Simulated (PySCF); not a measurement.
Compound: C4H4NP.
SMILES with atom numbers: `[cH:1]1[cH:2][p:3][cH:4][cH:5][n:6]1` (hydrogens: H7 on C1; H8 on C2; H9 on C4; H10 on C5)

Computed with PySCF at PBE0/pcSseg-1, non-relativistic, on one gas-phase PBE0-D3(BJ)/def2-SVP geometry that isn't relaxed in the solvent. The solvent is an IEF-PCM continuum (Bondi radii, 1.10 Å for H, scaled by 1.2). The model holds no explicit solvent molecules, cavitation or dispersion.

```tsv
run	E − E(gas) (kcal/mol)	HOMO (eV)	HOMO–LUMO gap (eV)	dipole (D)
gas	0.00	-7.45	5.34	0.81
P	-3.52	-7.49	5.43	1.15
Q	-4.08	-7.51	5.45	1.22
```

Q: The runs were made in acetonitrile and dichloromethane. Which run belongs to which solvent?

A: P = dichloromethane, Q = acetonitrile. The dielectric constants are 8.93 (dichloromethane), 35.69 (acetonitrile), and the energy falls further as ε rises. In this model the ground state sees the solvent through ε alone.

Q: How constant is the ratio of the lowering to (ε − 1)/(2ε + 1)?

A: 
| solvent | (ε − 1)/(2ε + 1) | E − E(gas) (kcal/mol) | ratio (kcal/mol) | polarisation term (kcal/mol) |
| --- | --- | --- | --- | --- |
| dichloromethane | 0.420 | -3.52 | -8.4 | -3.98 |
| acetonitrile | 0.479 | -4.08 | -8.5 | -4.71 |

The ratio changes by +1.9 % in size from dichloromethane to acetonitrile. The polarisation term is half the interaction of the solute with the induced surface charges.
